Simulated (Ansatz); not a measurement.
**How the bulk modulus of 1T (CdI2-type) SnSe2 moves with the method**

No measured value is used here.

```json
[
 {"level (code)": "LDA (Ansatz)", "value (GPa)": "30.2", "cell (Å³/atom)": "24.57"},
 {"level (code)": "PBE (Ansatz)", "value (GPa)": "3.0", "cell (Å³/atom)": "30.40"},
 {"level (code)": "PBEsol (Ansatz)", "value (GPa)": "17.4", "cell (Å³/atom)": "25.90"},
 {"level (code)": "PBEsol+SOC (Ansatz)", "value (GPa)": "17.4", "cell (Å³/atom)": "25.91"},
 {"level (code)": "r²SCAN (Ansatz)", "value (GPa)": "12.7", "cell (Å³/atom)": "27.80"},
 {"level (code)": "r²SCAN+SOC (Ansatz)", "value (GPa)": "12.7", "cell (Å³/atom)": "27.81"}
]
```

LDA, PBE, PBEsol, PBEsol+SOC, r²SCAN, r²SCAN+SOC: the cell comes from a level without a dispersion term, which matters for the spacing of layers, chains or molecules. Each level is taken at its own relaxed cell. Cutoffs differ between the levels. Ansatz's density-functional and Hartree–Fock values are scalar-relativistic unless marked +SOC, with PAW data made under PBE.

Ansatz is a quantum-chemistry and plane-wave program.
